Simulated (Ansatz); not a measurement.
C$_{3}$H$_{6}$OS, SMILES `C/C(S)=C/O` at its PBE0-D4/def2-TZVP geometry, where that method's forces vanish. Charge 0, multiplicity 1.

```xyz
11

C     1.0536    0.5152   -1.1104
C     0.1941   -0.2347   -0.1493
S     0.4666   -1.9698   -0.1209
C    -0.7043    0.3719    0.6213
O    -1.4909   -0.3125    1.5009
H     0.8278    1.5825   -1.0731
H     0.8965    0.1687   -2.1363
H     2.1149    0.3825   -0.8799
H    -0.4497   -2.2528    0.8177
H    -0.8403    1.4478    0.5726
H    -2.0683    0.3011    1.9574
```

Task: What forces (eV/Å) does r2SCAN-D4/def2-TZVPP give on these atoms in Ansatz 0.2.0? (An estimate is asked.)

Result: Ansatz gave: 
```
C1   0.055  0.051 -0.062
C2   0.115 -0.048 -0.102
S3   0.035 -0.133 -0.013
C4  -0.025  0.336 -0.032
O5  -0.153 -0.216  0.186
H6   0.003 -0.021  0.001
H7   0.013  0.003  0.004
H8  -0.004  0.000 -0.014
H9  -0.012 -0.006  0.013
H10 -0.007 -0.002  0.006
H11 -0.019  0.035  0.013
```
